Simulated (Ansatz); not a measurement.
# SiP+ (singlet): wave-function methods side by side, cc-pVDZ

Aim: climb from Hartree-Fock through coupled cluster and multireference methods for SiP+ (singlet) at one geometry and basis, and see what each rung misses.

The runs use Ansatz 0.2.0, Gaussian basis; cc-pVDZ, core rule «outside noble gas», up to 10 orbitals frozen.

Plan: UHF; CCSD(T) on RHF; CCSD(T) on UHF; BCCD(T) on RHF; CISD; CCSDT(Q) on RHF; CCSDT(Q) on UHF; CISDTQ; CCSDTQ on RHF; CCSDTQ on UHF; CASSCF and MRCISD+Q, 8 electrons in 8 orbitals; CASSCF and NEVPT2, 8 electrons in 8 orbitals; Full CI.

2 further runs of the same task are left out: 2 set aside as unsound or not needed.

## Step 1: The system

The geometry is a PBE0/def2-TZVP stationary point (not a proven minimum) of the parent state, kept for this charge and spin.

2 atoms, charge 1, spin multiplicity 1.

Atoms are counted from 1 here; the program's logs count them from 0.

Bond lengths: Si1–P2 2.217 Å.

Coordinates:

```xyz
2

Si    0.0000    0.0000    0.0000
P     0.0000    0.0000    2.2166
```

## Step 2: UHF

Contents of in.yaml:

```yaml
crystal:
  periodic: [false, false, false]
  atoms:
    - {symbol: Si, position_ang: [0.000000, 0.000000, 0.000000]}
    - {symbol: P, position_ang: [0.000000, 0.000000, 2.216600]}
basis:
  gaussian: {orbitals: cc-pVDZ}
total_charge: 1
magnetization: {spin_polarized: true, initial_magnetization: 0}
hamiltonian: {xc: hf}
output: {orbitals: {seedname: orbitals}}
```

Started as:

```sh
$ ansatz run in.yaml --threads 1 --pin off --events-out ev --progress --plain --max-ram 4096MiB --backend cpu
```

After this run come: CCSD(T) on RHF; CCSD(T) on UHF; BCCD(T) on RHF; CISD; CCSDT(Q) on RHF; CCSDT(Q) on UHF; CISDTQ; CCSDTQ on RHF; CCSDTQ on UHF; CASSCF and MRCISD+Q, 8 electrons in 8 orbitals; CASSCF and NEVPT2, 8 electrons in 8 orbitals; Full CI.

**Question.** What will the summary of the whole plan be? Wanted: FCI below the RHF energy; RMP2 from FCI; RCCSD from FCI; RCCSD(T) from FCI; RCCSDT(Q) from FCI; T1 diagnostic; effectively unpaired electrons.

**Answer**, as computed:

| quantity | value |
| --- | --- |
| FCI below the RHF energy | -5.4949 eV |
| RMP2 from FCI | +35.77 kcal/mol |
| RCCSD from FCI | +10.37 kcal/mol |
| RCCSD(T) from FCI | +4.98 kcal/mol |
| RCCSDT(Q) from FCI | +0.20 kcal/mol |
| levels within 1 kcal/mol (43 meV) | RCCSDT(Q), RCCSDTQ |
| T1 diagnostic | 0.027 |
| effectively unpaired electrons | 2.13 |

What this shows: RCCSD(T) misses by +4.98 kcal/mol, 3.9 % of the correlation energy. The occupations show strong static correlation (2.1 unpaired electrons where one determinant has 0). These misses are within one basis, not against nature.
